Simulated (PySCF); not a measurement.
SH⁺: one state, many levels of theory

State: ³Σ⁻ (triplet), unpaired electrons π ↑↑. Set-up: H def2-TZVPPD, S def2-TZVPPD; no relativity (PySCF 2.14). De refers to H + S⁺ in their high-spin ground configurations, without counterpoise correction. The functionals are run spin-unrestricted. A positive dipole points towards S; it is taken about the centre of mass and depends on that origin.

| Level | Re (Å) | ωe (cm⁻¹) | De (eV) | μ (D) | CPU s a point (SCF and correlation, without the integrals) |
| --- | --- | --- | --- | --- | --- |
| UHF | 1.348 | 2723 | 2.71 | -1.32 | 0.47 |
| UHF-MP2 | 1.357 | 2627 | 3.40 | n/a | 0.74 |
| UHF-SCS-MP2 | 1.358 | 2623 | 3.53 | n/a | n/a |
| UHF-CCSD | 1.362 | 2579 | 3.56 | n/a | n/a |
| UHF-CCSD(T) | 1.365 | 2558 | 3.59 | n/a | 8.2 |
| PBE | 1.382 | 2460 | 3.88 | -1.28 | 0.77 |
| revPBE | 1.381 | 2464 | 3.81 | -1.27 | 0.52 |
| TPSS | 1.373 | 2507 | 4.00 | -1.29 | 1.1 |
| r²SCAN | 1.368 | 2543 | 3.86 | -1.30 | 1.1 |
| TPSSh | 1.368 | 2541 | 3.97 | -1.30 | 1.4 |
| B3LYP | 1.370 | 2522 | 3.92 | -1.27 | 1.1 |
| PBE0 | 1.369 | 2557 | 3.82 | -1.30 | 1.7 |
| r²SCAN0 | 1.361 | 2605 | 3.82 | -1.31 | 1.4 |
| LC-ωPBE | 1.362 | 2631 | 3.79 | -1.33 | 1.1 |

The bond length runs from 1.348 Å (UHF) to 1.382 Å (PBE). De spans 2.71 eV (UHF, mean field) to 4.00 eV (TPSS, meta-GGA). Correlation at CCSD(T) changes the Hartree–Fock bond energy by +0.88 eV; the triples alone change it by +0.03 eV.

Correlated steps freeze 5 core orbitals. For an ion De counts to the pair picked by the measured ionisation energies or electron affinities, which need not be the lowest pair at this level. The state is the lowest determinant that a PBE0 search found; another state may lie lower at other levels.

The whole job (state search and all levels along the bond) took about 3.8 min on 1 thread of Intel Xeon Platinum 8259CL @ 2.50GHz (shared host), peak memory 1.4 GiB.
